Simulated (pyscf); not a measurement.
Thermochemistry of product channels of H₂C=CH–SiH₃ (SMILES C=C[SiH3]) + CH₃• (SMILES [CH3]) on the doublet surface, in kJ/mol, from ωB97M-D3(BJ)/def2-TZVP energies (ideal gas, 1 atm, RRHO with modes under 100 cm⁻¹ raised to 100, one conformer, R ln 2 for chiral ones without a mode under 150 cm⁻¹). Structures and frequencies: ωB97X-D3(BJ)/def2-SVP in PySCF.

```
products                                    ΔE  ΔH(298 K)  ΔG(600 K)  ΔG(1200 K)
--------------------------------------  ------  ---------  ---------  ----------
H₃C–CH(CH₃)–SiH₂• (SMILES CC(C)[SiH2])     ___     -124.9      -32.0       +62.1
H₃C–CH₂–CH₂–SiH₂• (SMILES CCC[SiH2])    -155.6     -128.6      -37.3         ___
```

Q: Fill in the missing entries.

A: 
- H₃C–CH(CH₃)–SiH₂• (SMILES CC(C)[SiH2]), ΔE: -151.1
- H₃C–CH₂–CH₂–SiH₂• (SMILES CCC[SiH2]), ΔG(1200 K): +55.7

The channel to H₃C–CH(CH₃)–SiH₂• turns unfavourable between 298 and 1200 K (ΔG from -79.3 kJ/mol to +62.1 kJ/mol). The channel to H₃C–CH₂–CH₂–SiH₂• turns unfavourable between 298 and 1200 K (ΔG from -83.9 kJ/mol to +55.7 kJ/mol).

These are energies of the channels, which say nothing of barriers. H₃C–CH(CH₃)–SiH₂• lies 92.4 kJ/mol over its isomer H₃C–Si•(CH₃)–CH₃ (electronic energy, ωB97M-D3(BJ)/def2-TZVP). H₃C–CH₂–CH₂–SiH₂• lies 87.8 kJ/mol over its isomer H₃C–Si•(CH₃)–CH₃ (electronic energy, ωB97M-D3(BJ)/def2-TZVP).
